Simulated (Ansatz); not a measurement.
System: C3H7, net charge 0, doublet state. It need not be the lowest isomer of its formula. SMILES: CC[CH2]
Coordinates optimised at B3LYP-D3(BJ)/def2-TZVP (Ansatz, an electronic-structure program):
```
C
H 1 1.0941
H 1 1.0944 2 106.77
C 1 1.4855 2 110.00 3 119.30
H 4 1.0819 1 120.96 2 34.73
H 4 1.0820 5 117.55 1 -170.74
C 1 1.5433 2 108.45 3 -116.56
H 7 1.0913 1 110.87 2 -62.30
H 7 1.0913 8 107.85 1 121.54
H 7 1.0924 8 108.25 9 116.89
```
Charge 0, spin multiplicity 2.

Property: atomisation energy (electronic, to ground-state atoms), in eV. Correlated levels leave the core frozen unless marked. UHF or UKS for open shells. Spin-orbit coupling is left out. No relativistic terms. The coupled-cluster limit lacks core correlation, which all-electron functionals hold. CBS marks a two-point X^-3 extrapolation of the correlation energy; Hartree-Fock from the larger set. The bracket is a focal-point correction in the basis named.

```tsv
level	program	atomisation energy (eV)
r2SCANh-D4/def2-TZVPD	Ansatz + dftd4	(withheld)
LC-wPBE/def2-TZVPD	Ansatz	(withheld)
SCS-MP2/cc-pVDZ	Ansatz	36.41
RI-MP2/CBS(cc-pVTZ,cc-pVQZ)+[CCSD(T)-MP2]/cc-pVTZ	Ansatz	38.89
```

### Question
Fill in the missing entries.

### Answer

- r2SCANh-D4/def2-TZVPD, atomisation energy (eV): 39.00
- LC-wPBE/def2-TZVPD, atomisation energy (eV): 38.94
